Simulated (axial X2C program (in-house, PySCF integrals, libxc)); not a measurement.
# Potential curves of AlN⁻, 2c

Calculated with an in-house all-electron X2C program for linear molecules (integrals from PySCF). Two-component (2c) means X2C with spin–orbit coupling and atomic mean-field two-electron Coulomb and Gaunt terms. Basis: Al dyall-av3z [9s9p3d2f], N dyall-av3z [7s7p3d2f] (cores contracted in-house); Gaussian nuclei, density fitting, unrestricted open shells. Masses: Al 26.982 u, N 14.003 u.

State: Ω = 1/2 (⟨Sz⟩ = 0.50, ⟨Lz⟩ = 0.00 at PBE0). Energies in cm⁻¹ from the fragments at the same level (Al- + N). Fits are polynomials in 1 − R0/R over 0.85 to 1.23 times the lowest point R0.

```tsv
R (Å)	PBE0	CCSD(T)
1.4955	-22500	
1.5643	-27071	-26258
1.6159	-29029	-28413
1.6674	-30026	-29551
1.7190	-30283	-29898
1.7792	-29874	-29548
1.8393	-28915	-28615
1.9167	-27153	-26848
2.0112	-24576	
2.1488	-20650
```

Correlated methods: 9 electrons correlated (number of frozen shells: Al 2 s, 1 p; N 1 s), 201 virtual spin orbitals or spinors in MP2, 90 natural virtuals in coupled cluster.

Occupations by symmetry block were frozen at the best pattern of an incomplete PBE0 search. De is counted from the lowest determinant-based energies of the atoms at the same level, without counterpoise correction. Density functionals use the spin component along the axis (collinear). CCSD and (T) use frozen natural virtuals with an MP2 correction for the truncation; (T) itself is uncorrected, so its De runs slightly low. The 2c atoms are single determinants rather than J levels; their spin–orbit lowering is only partly caught, and De is too large by that part. This holds for PBE0, CCSD(T). Other states lie close and PBE0, whose exact exchange favours high spin, may order them wrongly; the determinant shown need not be the ground state. The nearest other 2c determinant of the search, Ω = 3/2, lies 0.10 eV up at the distance of the search. Without a current term, density functionals place determinants with orbital angular momentum somewhat too high. The highest occupied level of some functionals is positive through self-interaction error; at Hartree–Fock it is bound. The determinant is spin-polarised beyond a pure state at some levels (its spin-free form has ⟨S²⟩ too high), which makes Re and μ there less reliable. The T1 diagnostic is large, a sign of multireference character. Coupled cluster ran on the points near the minimum only. MP2 and coupled cluster on one determinant become unreliable at the stretched end.

Problem. What are Re, ωe and De at the PBE0 level?

Solution. At PBE0, 2c: Re = 1.714 Å, ωe ≈ 893 cm⁻¹, De = 3.75 eV to Al- + N; Be follows as 0.622 cm⁻¹.

Problem. What are Re, ωe and De at the CCSD(T) level?

Solution. At CCSD(T), 2c: Re = 1.720 Å, ωe ≈ 907 cm⁻¹, De = 3.71 eV to Al- + N; Be follows as 0.618 cm⁻¹.
